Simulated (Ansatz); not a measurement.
Rutile PbO2 was calculated with PBEsol+SOC in Ansatz (plane waves, PAW).

Settings: plane-wave cutoff 520 eV, 12×12×16 k mesh (along the axes of the cell as run), Fermi–Dirac smearing 0.05 eV, PAW data made under PBE.

A third-order Birch–Murnaghan fit to the energies gives V0 = 14.167 Å³/atom, B0 = 125 GPa, B′ = 5.9.

```csv
V (Å³/atom),P (GPa)
13.601,[?]
13.884,[?]
14.167,0.00
14.451,-2.34
14.734,[?]
```

### Question
Estimate the withheld pressures from this fit; the answers are the runs' own values.

### Answer

- 13.601, P (GPa): 5.76
- 13.884, P (GPa): 2.69
- 14.734, P (GPa): -4.36

The formula P = (3/2) B0 (x^(7/3) − x^(5/3)) [1 + (3/4)(B′ − 4)(x^(2/3) − 1)] with x = V0/V meets the computed pressures within 0.02 GPa when these rounded values are put in.

Shape and atoms are relaxed at each volume.

Note: the bulk modulus comes from volumes at which shape and atoms were relaxed.

Computed values are for the static lattice.

Ansatz is a quantum-chemistry and plane-wave program.
